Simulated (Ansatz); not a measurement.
Ansatz (an electronic-structure program) input:

Ansatz 0.2 input:
```yaml
crystal:
  periodic: [false, false, false]
  atoms:
    - {symbol: C, position_ang: [1.33588083, 0.17663357, 0.00811228]}
    - {symbol: C, position_ang: [0.05820264, 0.43851080, -0.00811815]}
    - {symbol: H, position_ang: [2.26699010, 0.71990471, 0.00550453]}
    - {symbol: H, position_ang: [-0.25405481, 1.48851309, -0.03147361]}
    - {symbol: C, position_ang: [-1.05503693, -0.57138509, 0.00208581]}
    - {symbol: H, position_ang: [-0.66476666, -1.58771845, 0.02545578]}
    - {symbol: H, position_ang: [-1.69884812, -0.42434069, 0.87312388]}
    - {symbol: H, position_ang: [-1.68359975, -0.45891440, -0.88509024]}
basis:
  gaussian:
    orbitals: aug-cc-pVDZ
magnetization: {spin_polarized: true, initial_magnetization: 1}
correlation: {method: ccsd_t, electrons: outside_noble_gas}
output: {forces: true}
```

Problem. Which total energy does the run end on?

Solution. -116.89513 Eh (CCSD(T)/aug-cc-pVDZ). The basis has 114 functions.

It need not be the lowest isomer of its formula.

The determinant is spin-contaminated: <S^2> is 0.92 against 0.75 for a pure state.
